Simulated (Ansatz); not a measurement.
in.yaml

```yaml
crystal:
  periodic: [false, false, false]
  atoms:
    - {symbol: H, position_ang: [-2.397428, 0.047936, 0.000000]}
    - {symbol: H, position_ang: [-1.652428, 0.047936, 0.000000]}
    - {symbol: Si, position_ang: [0.126572, 0.047936, 0.000000]}
    - {symbol: H, position_ang: [0.523007, -1.431577, 0.000000]}
basis:
  gaussian: {orbitals: cc-pVDZ}
magnetization: {spin_polarized: true, initial_magnetization: 1}
correlation: {method: ccsdtq, electrons: outside_noble_gas}
```

```sh
$ ansatz run in.yaml --threads 2 --pin off --events-out ev --progress --plain --max-ram 24576MiB --backend cuda --devices 0, --max-vram 18GiB
```

Q: Roughly how long does this take on 2 threads of AMD EPYC 7R13 with a shared H100 80 GB, shared host, and how much host memory?

A: 84 s wall and 0.79 GiB.

```
582 factors; integrals over basis functions are off by at most 1.8e-7 eV
mean field evaluation 1: about -7905.2283 eV, gradient 6.9e0 eV
mean field evaluation 2: about -7905.2293 eV, gradient 6.9e0 eV
mean field evaluation 4: about -7905.8374 eV, gradient 5.2e-1 eV
mean field evaluation 8: about -7905.8450 eV, gradient 4.4e-5 eV
mean field evaluation 16: about -7905.8421 eV, gradient 2.0e-1 eV
mean field evaluation 32: about -7905.8450 eV, gradient 1.1e-5 eV
mean field evaluation 64: about -7905.8361 eV, gradient 2.1e-1 eV
mean field evaluation 96: about -7903.1700 eV, gradient 6.3e-1 eV
mean field evaluation 128: about -7903.0357 eV, gradient 5.4e-2 eV
mean field evaluation 160: about -7903.1663 eV, gradient 9.0e-1 eV
...
cycle  11  -3.61511056 eV  change   -3.3e-5 eV  update   1.8e-4
cycle  12  -3.61518884 eV  change   -7.8e-5 eV  update   1.0e-4
cycle  13  -3.61521348 eV  change   -2.5e-5 eV  update   4.9e-5
cycle  14  -3.61517220 eV  change    4.1e-5 eV  update   2.2e-5
cycle  15  -3.61515244 eV  change    2.0e-5 eV  update   1.1e-5
cycle  16  -3.61515213 eV  change    3.1e-7 eV  update   5.9e-6
cycle  17  -3.61515429 eV  change   -2.2e-6 eV  update   4.3e-6
cycle  18  -3.61515493 eV  change   -6.4e-7 eV  update   3.0e-6
cycle  19  -3.61515353 eV  change    1.4e-6 eV  update   1.6e-6
cycle  20  -3.61515289 eV  change    6.4e-7 eV  update   6.1e-7
Total energy: -7909.46014542 eV, -290.6672991195 hartree
```

For the same geometry and basis full CI lies 0.1 meV higher.
